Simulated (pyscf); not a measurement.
One addition across a multiple bond or ene-type step on the singlet surface with elements of a group swapped. ωB97M-D3(BJ)/def2-TZVP, kcal/mol, from the separated reactants. Single points on ωB97X-D3(BJ)/def2-SVP structures (PySCF, gas phase).

```tsv
step	barrier	reaction energy	imaginary mode (i cm⁻¹)
`[SiH2]=[AsH]` + `[H][H]` → `[SiH3][AsH2]`	___	___	1348
`[SiH2]=[SbH]` + `[H][H]` → `[SiH3][SbH2]`	26.4	-33.0	1264
```

Q: Some entries are withheld; supply them.

A: 
- `[SiH2]=[AsH]` + `[H][H]` → `[SiH3][AsH2]`, barrier: 27.5
- `[SiH2]=[AsH]` + `[H][H]` → `[SiH3][AsH2]`, reaction energy: -36.1

Each row is the saddle that its search found. Elements up to Kr have no core potential and no relativistic terms here. Elements past Kr carry the def2 core potentials, without spin-orbit coupling.
